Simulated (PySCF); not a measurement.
# C3HF3: the cost of one run

The runs use PySCF 2.14.0, with density-fitted response routines of our own; the level of theory stands in each step. All values are computed, except where a source is named. Atoms are numbered from 0 throughout.

## Step 1: The molecule as given

7 atoms, charge 0, multiplicity 1; geometry from: GFN2-xTB. The atoms were then displaced at random by about 0.01 Å, so the start is not that level's minimum.

Bonds of the start (Å): C0–C1 1.22, C1–C2 1.47, C2–F3 1.31, C2–F4 1.33, C2–F5 1.34, C0–H6 1.04.

## Step 2: Relaxing the molecule at PBE0-D3(BJ)/def2-SVP

Job settings and geometry (Å):

```
{"job": {"xc": "PBE0", "basis": "def2-SVP", "d3": "d3bj", "grid": 1, "shake": 0.01, "kind": "geom"}, "charge": 0, "multiplicity": 1}
C      1.767470    -0.163180     0.017990
C      0.549130    -0.047970    -0.000240
C     -0.918700     0.069520    -0.021580
F     -1.413480    -0.627220    -1.019880
F     -1.451750    -0.385880     1.113420
F     -1.302910     1.348170    -0.164230
H      2.804180    -0.222540     0.024590
```

On the command line:

```console
OMP_NUM_THREADS=1 python probes_run.py task.json out
```

The driver reads the jobs from task.json and runs them one after another.

**Question.** How long does this first job take on 1 thread of Arm Neoverse V1, shared host, and how much memory does it need?

About 39 s, with a peak of 0.37 GiB.
